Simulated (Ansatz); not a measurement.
# H₂Cl (doublet): from Hartree-Fock to the top rungs at distance Cl1–H2 along a hydrogen transfer = 1.528 Å, cc-pVDZ

How much of the correlation energy of H₂Cl (doublet) does each wave-function method recover here?

Computed with Ansatz 0.2.0, Gaussian basis. Level: cc-pVDZ, core rule «outside noble gas», up to 5 orbitals frozen.

Plan: UHF; CCSD(T) on ROHF; CCSD(T) on UHF; BCCD(T) on ROHF; CISD; CCSDT(Q) on ROHF; CCSDT(Q) on UHF; CISDTQ; CCSDTQ on ROHF; CCSDTQ on UHF; CASSCF and MRCISD+Q, 3 electrons in 3 orbitals; CASSCF and NEVPT2, 3 electrons in 3 orbitals; CASSCF and MRCISD+Q, 9 electrons in 6 orbitals; CASSCF and NEVPT2, 9 electrons in 6 orbitals; Full CI.

## Step 1: The geometry

The geometry derives from fragments relaxed apart (PBE0/def2-TZVP) and kept rigid, so it is no stationary point. A hydrogen atom is moved between rigid fragments.

3 atoms, charge 0, spin multiplicity 2.

Atoms are counted from 1 here; the program's logs count them from 0.

Bond lengths: Cl1–H2 1.528 Å, H2–H3 0.786 Å. Angles: Cl1–H2–H3 180.0°.

## Step 2: UHF

Contents of in.yaml:

```yaml
crystal:
  periodic: [false, false, false]
  atoms:
    - {symbol: Cl, position_ang: [0.000000, 0.000000, -1.280667]}
    - {symbol: H, position_ang: [0.000000, 0.000000, 0.247333]}
    - {symbol: H, position_ang: [0.000000, 0.000000, 1.033333]}
basis:
  gaussian: {orbitals: cc-pVDZ}
magnetization: {spin_polarized: true, initial_magnetization: 1}
hamiltonian: {xc: hf}
output: {orbitals: {seedname: orbitals}}
```

Started as:

```console
> ansatz run in.yaml --threads 1 --pin off --events-out ev --progress --plain --max-ram 4096MiB --backend cpu
```

After this run come: CCSD(T) on ROHF; CCSD(T) on UHF; BCCD(T) on ROHF; CISD; CCSDT(Q) on ROHF; CCSDT(Q) on UHF; CISDTQ; CCSDTQ on ROHF; CCSDTQ on UHF; CASSCF and MRCISD+Q, 3 electrons in 3 orbitals; CASSCF and NEVPT2, 3 electrons in 3 orbitals; CASSCF and MRCISD+Q, 9 electrons in 6 orbitals; CASSCF and NEVPT2, 9 electrons in 6 orbitals; Full CI.

**Question.** What will the summary of the whole plan be? Wanted: FCI below the RHF energy; RMP2 from FCI; UMP2 from FCI; RCCSD from FCI; RCCSD(T) from FCI; UCCSD(T) from FCI; RCCSDT(Q) from FCI; UCCSDT(Q) from FCI; NEVPT2 pair from FCI.

**Answer**, as computed:

```
                         quantity                                                                                                                         value
         FCI below the RHF energy                                                                                                                    -5.0538 eV
                    RMP2 from FCI                                                                                                               +15.68 kcal/mol
                    UMP2 from FCI                                                                                                               +16.39 kcal/mol
                   RCCSD from FCI                                                                                                                +2.00 kcal/mol
                RCCSD(T) from FCI                                                                                                                +0.37 kcal/mol
                UCCSD(T) from FCI                                                                                                                +0.38 kcal/mol
               RCCSDT(Q) from FCI                                                                                                                +0.01 kcal/mol
               UCCSDT(Q) from FCI                                                                                                                +0.01 kcal/mol
             NEVPT2 pair from FCI                                                                                                               +14.18 kcal/mol
           MRCISD+Q pair from FCI                                                                                                                -0.03 kcal/mol
          NEVPT2 valence from FCI                                                                                                               +22.92 kcal/mol
levels within 1 kcal/mol (43 meV)  RCCSD(T), UCCSD(T), BCCD(T), RCCSDT, UCCSDT, CISDTQ, RCCSDT(Q), UCCSDT(Q), RCCSDTQ, UCCSDTQ, MRCISD+Q pair, MRCISD+Q valence
                    T1 diagnostic                                                                                                                         0.021
   effectively unpaired electrons                                                                                                                          1.03
```

**Reading.** RCCSD(T) lands +0.37 kcal/mol from the yardstick (0.3 % of the correlation energy). One determinant dominates. Of the multireference levels listed MRCISD+Q valence comes nearest in total energy (0.00 kcal/mol), which doesn't show that its space is the better one. These misses are within one basis, not against nature; the frozen cores of restricted and unrestricted runs differ, which can shift their rows.
